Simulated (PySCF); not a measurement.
BH₆P.
InChI=1S/BH6P/c1-2/h1-2H3

The closed-shell ground state was solved at several levels (PySCF, density fitting, gas phase, non-relativistic). Geometry: PBE0-D3(BJ)/def2-SVP; no solvent, vibrations or thermal averaging.

```tsv
level	basis functions	HOMO (eV)	LUMO (eV)	gap (eV)	dipole (D)
PBE0/6-31G	34	-8.25	0.98	9.23	4.56
LC-wPBE/pcSseg-2	163	-11.37	1.95	13.32	4.34
PBE0/def2-TZVP	104	-8.59	0.39	8.98	4.02
PBE0/def2-SVP	62	-8.45	0.73	9.18	4.32
B97-2/pcSseg-2	163	-8.33	0.04	8.37	4.09
wB97X-D/pcSseg-2	163	-10.49	1.75	12.24	4.21
BHandHLYP/pcSseg-2	163	-9.85	0.60	10.45	4.22
PBE0/STO-3G	20	-6.18	5.90	12.08	5.45
CAM-B3LYP/pcSseg-2	163	-10.00	0.75	10.75	4.21
PBE0/6-31G*	44	-8.40	0.80	9.20	4.14
```

Problem. What might PBE0/6-311+G(2d,p) (98 basis functions) give for the same quantities?

Solution. HOMO -8.58 eV, LUMO -0.37 eV, gap 8.21 eV, dipole 4.06 D.

Problem. Over all these levels, which gives the widest orbital gap and which the narrowest?

Solution. LC-wPBE/pcSseg-2 (range-separated hybrid) has the widest, 13.32 eV, and PBE0/6-311+G(2d,p) (global hybrid, 25 % exact exchange) the narrowest, 8.21 eV. Functional and basis both differ between the two, so the spread mixes both effects.

Problem. How much does the basis alone move the frontier levels among the 6 PBE0 rows (the withheld one included)?

Solution. The HOMO by 2.41 eV and the LUMO by 6.27 eV. By rising basis size (HOMO, LUMO in eV): STO-3G -6.18, 5.90; 6-31G -8.25, 0.98; 6-31G* -8.40, 0.80; def2-SVP -8.45, 0.73; 6-311+G(2d,p) -8.58, -0.37; def2-TZVP -8.59, 0.39.

Problem. How far do the dipole and the HOMO energy spread over the levels?

Solution. The dipole runs from 4.02 to 5.45 D (mean 4.33 D) and the HOMO from -11.37 to -6.18 eV.
